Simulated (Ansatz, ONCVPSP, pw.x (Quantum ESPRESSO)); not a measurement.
Equation-of-state test of one ONCV potential (hafnium)

Hf, optimised norm-conserving Vanderbilt (ONCV), made with ONCVPSP 4.0.1 (PBEsol, scalar-relativistic). Core [Kr] 4d10 4f14, reference 5s2 5p6 5d2 6s1.5 6p0.5. Waves: 5s+6s: rc 1.95 bohr, ncon 4, nbas 8, qcut 6.1 1/bohr, 2 projectors; 5p+6p: rc 2.60 bohr, ncon 4, nbas 8, qcut 6.3 1/bohr, 2 projectors; 5d: rc 2.50 bohr, ncon 4, nbas 8, qcut 6.6 1/bohr, 2 projectors, debl 3.7 Ha. Local part: polynomial inside 1.85 bohr (lpopt 5, dvloc0 -1 Ha). Core correction: none.

Atomic tests: cutoffs needed: 13 Ha and 16 Ha (the cutoffs (Ha) at which the residual kinetic energy of the hardest occupied pseudo-wave falls to 1 and 0.1 mHa per electron); ghost test: no bound ghost flagged; no localised positive-energy state flagged; largest excitation error: -5.2 meV (all-electron minus pseudo) for 5s2 5p6 5d1 6s2 6p0, out of 4 test configurations.

Crystal test: bcc Hf in pw.x 7.5, no spin, 13³ k-points, Fermi–Dirac smearing 0.01 Ry, cutoffs 40/160 Ry. The lattice is a test structure that the element need not adopt, and mesh and smearing are coarse.

pw.x input:

```
&control
  calculation='scf', prefix='x', pseudo_dir='./', outdir='./tmp', tstress=.true., disk_io='none'
/
&system
  ibrav=0, nat=1, ntyp=1, ecutwfc=40, ecutrho=160, nbnd=14,
  occupations='smearing', smearing='fd', degauss=0.01
/
&electrons
  conv_thr=1e-09, mixing_beta=0.4, electron_maxstep=70
/
ATOMIC_SPECIES
Hf 1.0 Hf.UPF
CELL_PARAMETERS angstrom
  -1.74816133 1.74816133 1.74816133
  1.74816133 -1.74816133 1.74816133
  1.74816133 1.74816133 -1.74816133
ATOMIC_POSITIONS crystal
Hf 0.0000 0.0000 0.0000
K_POINTS automatic
13 13 13 0 0 0
```

```bash
pw.x < Hf.scf.in > Hf.scf.out
```

Task: How does the run end?

Result: It converges; the pressure is -0.33 GPa against 0.10 GPa from all-electron LAPW.  The log shows:

```
     number of electrons       =        12.00
     number of Kohn-Sham states=           14
     kinetic-energy cutoff     =      40.0000  Ry
     charge density cutoff     =     160.0000  Ry
     scf convergence threshold =      1.0E-09
     Exchange-correlation= PBESOL
     number of k points=    84  Fermi-Dirac smearing, width (Ry)=  0.0100
     iteration #  1     ecut=    40.00 Ry     beta= 0.40
     total energy              =     -99.87454949 Ry
     estimated scf accuracy    <       0.02417450 Ry
     iteration #  2     ecut=    40.00 Ry     beta= 0.40
     total energy              =     -99.87401343 Ry
     estimated scf accuracy    <       0.00396283 Ry
     iteration #  3     ecut=    40.00 Ry     beta= 0.40
     total energy              =     -99.87459793 Ry
     estimated scf accuracy    <       0.00012079 Ry
     iteration #  4     ecut=    40.00 Ry     beta= 0.40
     total energy              =     -99.87460503 Ry
     estimated scf accuracy    <       0.00000396 Ry
     iteration #  5     ecut=    40.00 Ry     beta= 0.40
     total energy              =     -99.87460589 Ry
     estimated scf accuracy    <       0.00000019 Ry
     iteration #  6     ecut=    40.00 Ry     beta= 0.40
     total energy              =     -99.87460589 Ry
     estimated scf accuracy    <          7.0E-09 Ry
     iteration #  7     ecut=    40.00 Ry     beta= 0.40
     the Fermi energy is    14.7040 ev
!    total energy              =     -99.87460590 Ry
     estimated scf accuracy    <          3.1E-10 Ry
     smearing contrib. (-TS)   =      -0.00833338 Ry
     The total energy is F=E-TS. E is the sum of the following terms:
     one-electron contribution =     -23.03853341 Ry
     hartree contribution      =      14.43660853 Ry
     xc contribution           =     -11.94812264 Ry
     ewald contribution        =     -79.31622500 Ry
     convergence has been achieved in   7 iterations
          total   stress  (Ry/bohr**3)                   (kbar)     P=       -3.31
     Message from routine punch:
     Nothing written, as per user request (disk_io='none')
```
